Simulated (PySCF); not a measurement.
# SiH₄ + 2 O₂ → SiO₂ + 2 H₂O

Level: B3LYP in the def2-TZVP basis family, all electrons, no relativity, computed in PySCF with density fitting; open shells unrestricted.

| species | state and structure | ZPE (kJ/mol) | H(298 K) − H(0) (kJ/mol) | S° (J/(mol K)) |
| --- | --- | --- | --- | --- |
| SiH₄ | singlet, Td, Si–H 1.480 Å (×4) | 82.0 | 10.5 | 204.5 |
| O₂ | triplet, D∞h, O–O 1.204 Å | 9.8 | 8.7 | 205.0 |
| SiO₂ | singlet, D∞h, Si–O 1.510 Å (×2) | 18.1 | 11.0 | 231.7 |
| H₂O | singlet, C2v, O–H 0.963 Å (×2); H–O–H 105.2° | 55.6 | 9.9 | 188.8 |

**Question.** Is the gas-phase reaction uphill or downhill in electronic energy at this level, and by how much?

**Answer.** At B3LYP/def2-TZVP, ΔE = -721.1 kJ/mol, downhill. 

**Question.** Add zero-point, thermal and entropy terms for 298.15 K and 1 bar.

**Answer.** ΔZPE = 27.7 and Δ[H(298) − H(0)] = 2.9 kJ/mol give ΔH° = -690.5 kJ/mol. ΔS° = -5.2 J/(mol K), so ΔG° = -690.5 − 298.15 × (-0.0052) = -689 kJ/mol.

Only the bonding shown was studied: isomers, or loss of a ligand pair, can lie lower.
